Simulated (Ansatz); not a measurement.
# P₂ (triplet): the correlation ladder at distance P1–P2 = 2.470 Å, 6-31G

How much of the correlation energy of P₂ (triplet) does each wave-function method recover here?

Program: Ansatz 0.2.0, Gaussian basis. Level of theory: 6-31G, core rule «outside noble gas», up to 10 orbitals frozen. These are calculated values, not measurements.

Plan: UHF; CCSD(T) on ROHF; CCSD(T) on UHF; BCCD(T) on ROHF; CISD; CCSDT(Q) on ROHF; CCSDT(Q) on UHF; CISDTQ; CCSDTQ on ROHF; CCSDTQ on UHF; CASSCF and MRCISD+Q, 4 electrons in 4 orbitals; CASSCF and NEVPT2, 4 electrons in 4 orbitals; CASSCF and MRCISD+Q, 10 electrons in 8 orbitals; CASSCF and NEVPT2, 10 electrons in 8 orbitals; Full CI.

33 further runs of the same task are left out: 10 for a known fault of the program, 23 that didn't finish.

## 1. The system

The geometry derives from a PBE0/def2-TZVP stationary point (not a proven minimum). One bond is set to the value named and the two fragments are kept rigid.

2 atoms, charge 0, spin multiplicity 3.

Atoms are counted from 1 here; the program's logs count them from 0.

No contacts short enough for the rule that draws bonds.

## 2. UHF

Contents of in.yaml:

```yaml
crystal:
  periodic: [false, false, false]
  atoms:
    - {symbol: P, position_ang: [0.000000, 0.000000, 0.000000]}
    - {symbol: P, position_ang: [0.000000, 0.000000, 2.470000]}
basis:
  gaussian: {orbitals: 6-31G}
magnetization: {spin_polarized: true, initial_magnetization: 2}
hamiltonian: {xc: hf}
output: {orbitals: {seedname: orbitals}}
```

On the command line:

```console
> ansatz run in.yaml --threads 1 --pin off --events-out ev --progress --plain --max-ram 2393MiB
```

After this run come: CCSD(T) on ROHF; CCSD(T) on UHF; BCCD(T) on ROHF; CISD; CCSDT(Q) on ROHF; CCSDT(Q) on UHF; CISDTQ; CCSDTQ on ROHF; CCSDTQ on UHF; CASSCF and MRCISD+Q, 4 electrons in 4 orbitals; CASSCF and NEVPT2, 4 electrons in 4 orbitals; CASSCF and MRCISD+Q, 10 electrons in 8 orbitals; CASSCF and NEVPT2, 10 electrons in 8 orbitals; Full CI.

Before running them: what should the planned runs give, taken together? Wanted: FCI below the RHF energy; RMP2 from FCI; RCCSD from FCI; RCCSD(T) from FCI; RCCSDT(Q) from FCI; NEVPT2 pair from FCI; MRCISD+Q pair from FCI; NEVPT2 valence from FCI; T1 diagnostic.

As calculated:

```
                         quantity                                                                         value
         FCI below the RHF energy                                                                    -4.3377 eV
                    RMP2 from FCI                                                                 +107.9 kJ/mol
                   RCCSD from FCI                                                                  +39.3 kJ/mol
                RCCSD(T) from FCI                                                                   +4.0 kJ/mol
               RCCSDT(Q) from FCI                                                                   -6.2 kJ/mol
             NEVPT2 pair from FCI                                                                  +60.2 kJ/mol
           MRCISD+Q pair from FCI                                                                   +4.4 kJ/mol
          NEVPT2 valence from FCI                                                                  +31.2 kJ/mol
levels within 1 kcal/mol (43 meV)  RCCSD(T), BCCD(T), RCCSDT, CISDTQ, RCCSDTQ, MRCISD valence, MRCISD+Q valence
                    T1 diagnostic                                                                         0.019
   effectively unpaired electrons                                                                          3.23
```

**Reading.** RCCSD(T) misses by +4.0 kJ/mol, 0.9 % of the correlation energy. RCCSDT, RCCSDT(Q) fall below full CI, which methods that aren't variational can do. The occupations show strong static correlation (3.2 unpaired electrons where one determinant has 2). Coupled cluster on one determinant still stays close here. Of the multireference levels listed MRCISD+Q valence comes nearest in total energy (+0.8 kJ/mol), which doesn't show that its space is the better one. These misses are within one basis, not against nature.
